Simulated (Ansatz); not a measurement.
in.yaml

```yaml
crystal:
  periodic: [false, false, false]
  atoms:
    - {symbol: B, position_ang: [0.000000, 0.000000, -0.068733]}
    - {symbol: Al, position_ang: [0.000000, 0.000000, -2.009533]}
    - {symbol: H, position_ang: [0.000000, 0.000000, 2.078267]}
basis:
  gaussian: {orbitals: 6-31G}
magnetization: {spin_polarized: false, initial_magnetization: 3}
correlation: {method: fic_mrcisd_q, electrons: outside_noble_gas, active_space: {window: {electrons: 7, orbitals: 6}}}
scf: {lower_state_search: off}
```

```sh
$ ansatz run in.yaml --threads 1 --pin off --events-out ev --progress --plain --max-ram 2393MiB
```

The program prints:

```
these checks for a lower state are left out or cut short: stability, starts, cluster_reference, orbital_swaps, neighbouring_geometries, increment
296 factors; integrals over basis functions are off by at most 1.2e-4 eV
mean field evaluation 1: about -7261.6009 eV, gradient 5.2e0 eV
mean field evaluation 2: about -7261.6042 eV, gradient 5.3e0 eV
mean field evaluation 4: about -7261.9932 eV, gradient 1.0e0 eV
mean field evaluation 8: about -7262.0526 eV, gradient 5.9e-1 eV
mean field evaluation 16: about -7262.4954 eV, gradient 5.4e-4 eV
mean field -7262.49541807 eV, -266.8917839179 hartree, gradient 6.3e-6 eV, S^2 3.750000; 0 other end points of the search recorded, 0 dependent functions left out
reference -7262.49541807 eV, -266.8917839179 hartree; 11, 8 occupied and 13, 16 virtual orbitals, 296 factors
state -7263.91516427 eV, -266.9439586284 hartree
contracted CI cycle   1: correlation 0.00000000 eV, 0.0000000000 hartree, residual 7.40e0 eV
contracted CI cycle   2: correlation -1.69441748 eV, -0.0622686939 hartree, residual 1.91e0 eV
contracted CI cycle   3: correlation -1.81488187 eV, -0.0666956785 hartree, residual 6.41e-1 eV
contracted CI cycle   4: correlation -1.82837282 eV, -0.0671914619 hartree, residual 2.29e-1 eV
contracted CI cycle   5: correlation -1.83032267 eV, -0.0672631176 hartree, residual 9.33e-2 eV
contracted CI cycle   6: correlation -1.83072965 eV, -0.0672780738 hartree, residual 4.25e-2 eV
contracted CI cycle   7: correlation -1.83079698 eV, -0.0672805480 hartree, residual 1.41e-2 eV
contracted CI cycle   8: correlation -1.83080306 eV, -0.0672807715 hartree, residual 4.61e-3 eV
contracted CI cycle   9: correlation -1.83080365 eV, -0.0672807933 hartree, residual 1.43e-3 eV
contracted CI cycle  10: correlation -1.83080371 eV, -0.0672807953 hartree, residual 4.59e-4 eV
state -7263.91516427 eV, -266.9439586284 hartree; corrected -7265.89116987 eV, -267.0165754949 hartree
Total energy: -7265.89116987 eV, -267.0165754949 hartree
Checks for a lower state left out: stability, starts, cluster_reference, orbital_swaps, neighbouring_geometries, increment
```

Natural occupations: 1.9974 1.7866 1.0041 1.0000 1.0000 0.2119.

Ran on 1 thread of Arm Neoverse V1, shared host: 0.6 s wall, 0.18 GiB peak host memory.
